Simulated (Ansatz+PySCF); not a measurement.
The numbers below are computed, except where a source is named.
A run of Ansatz (development build ahead of 0.2.0) on singlet C2H2 at this shape:

```xyz
4

C     0.0000    0.0000   -0.6043
C     0.0000    0.0000    1.2085
H     0.0000    0.0000   -1.6792
H     0.0000    0.0000    2.2835
```

Its results:

| Property | Result |
| --- | --- |
| Converged | yes |
| Reference energy | -75.67315 hartree |
| Correlation energy | -0.03881 hartree |
| Total energy | -75.71196 hartree |
| Spin squared of the determinant | 2.181 |
| Stability test | minimum |

Forces (eV/Å):
```csv
atom,Fx,Fy,Fz
C1,0.000,0.000,8.912
C2,0.000,0.000,-8.912
H3,0.000,0.000,-0.544
H4,0.000,0.000,0.544
```

(1) Which input gives this output? Name the method, the orbitals and the basis set, and write the input.

Answers

(1) UHF-MP2 in STO-3G.

```yaml
crystal:
  periodic: [false, false, false]
  atoms:
    - { symbol: C, position_ang: [0.0, 0.0, -0.60427] }
    - { symbol: C, position_ang: [0.0, 0.0, 1.20854] }
    - { symbol: H, position_ang: [0.0, 0.0, -1.67925] }
    - { symbol: H, position_ang: [0.0, 0.0, 2.28351] }
basis:
  gaussian: { orbitals: STO-3G }
magnetization:
  spin_polarized: true
hamiltonian:
  xc: hf
correlation:
  method: mp2
  frozen_orbitals: { C: 1, H: 0 }
output:
  forces: true
```

Caution: large amplitudes, a single reference is doubtful; the unrestricted determinant is a mixture of spin states; the determinant breaks the point group; another reference gives a lower total.
